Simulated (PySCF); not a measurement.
H2S, SMILES S.

Geometry optimised at PBE-D3(BJ)/def2-TZVPD.

Calculation: PySCF with ωB97X/def2-TZVPD.

Gas-phase values at a fixed geometry.

Computed frontier levels, gap, dipole moment and polarisability:
```
Property                                                                                                       Result
---------------------------------------------------------------------------------------------  ----------------------
highest occupied level                                                                                      -10.00 eV
lowest empty level                                                                                            1.78 eV
orbital gap                                                                                                  11.78 eV
dipole moment                                                                                                  1.05 D
quadrupole, principal values (traceless, Buckingham form, about the centre of nuclear charge)   -3.89, 1.02, 2.87 D·Å
mean static polarisability                                                                       24.9 bohr³ (3.69 Å³)
polarisability, principal values                                                               24.7, 24.7, 25.3 bohr³
```
